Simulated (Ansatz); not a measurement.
fcc Au was calculated with r²SCAN-D4 (Ansatz, a program for electronic structure, PAW).

Input:

Ansatz 0.2 input:
```yaml
crystal:
  lattice:
    - [0.0, 2.0547583417, 2.0547583417]
    - [2.0547583417, 0.0, 2.0547583417]
    - [2.0547583417, 2.0547583417, 0.0]
  atoms:
    - { symbol: Au, position: [0.0, 0.0, 0.0] }
basis:
  ecutwfc: 560
  ecutrho_ratio: 4
  xc_grid: 3
kpoints:
  mp_grid: { grid: [24, 24, 24] }
hamiltonian:
  xc: r2scan
  dispersion: d4
  pseudopotentials: { kind: paw }
scf:
  occupations: { method: fermi_dirac, width: 0.05 }
  convergence: { dr2_threshold: 0.0000000001 }
output:
  forces: false
  stress: true
  eigenvalues: true
```

The run printed, among other lines:

```
Crystal: 1 atoms, lattice volume = 17.351 Å³
Basis set: ecut = 560 eV, 531 PW (Γ), exchange–correlation on 72×72×72 points (27 copies of the dense FFT grid, shifted against one another)
Bands: 14, of which v1, the nominal top of the filled ones, is band 10 counted from 1 (9 counted from 0)
Symmetry: 48 space group operations
Space group: Fm-3m (ITA 225), of the structure as read, at distance tolerance 2.6e-5 Å
k-points: 413 of 13824
Functional: x = r2scan, c = r2scan; τ floored in thin density (d = 2e-4 eV/Å³)
SCF iter   1: F=—  HF=-13163.743867 eV  |F-HF|=—  |Δ(HF+E_count)|=         —  Δρ=1.49e-2  dr2=3.93e-2  dr2_τ=2.83e-3
SCF iter   2: F=—  HF=-13163.735338 eV  |F-HF|=—  |Δ(HF+E_count)|=   8.53e-3  Δρ=6.07e-3  dr2=5.93e-3  dr2_τ=1.08e-3
  ...
SCF iter   6: F=—  HF=-13163.735852 eV  |F-HF|=—  |Δ(HF+E_count)|=   3.08e-6  Δρ=7.66e-6  dr2=8.82e-9  dr2_τ=2.62e-10
SCF iter   7: F=-13163.735852 eV  HF=-13163.735852 eV  |F-HF|=7.28e-12  |Δ(HF+E_count)|=  6.58e-10  Δρ=6.24e-7  dr2=5.07e-11  dr2_τ=7.72e-12
SCF 1 converged in 7 iterations: F = -13163.735852 eV  dr2 = 5.07e-11
SCF converged after 7 iterations
Free energy (F): -13163.735852 eV
Internal energy: -13163.733947 eV  (E = F + TS)
E sigma→0 (E₀):  -13163.734900 eV
Fermi energy:    20.018271 eV
--- Stress (GPa, compression-positive) ---
       -0.039572       0.000000      -0.000000
       -0.000000      -0.039572       0.000000
       -0.000000      -0.000000      -0.039572
  P = ⅓ Tr σ = -0.0396 GPa (-0.396 kbar)
```

The PAW data were made under PBE.

Computing time: about 11 core-seconds (a rough figure).
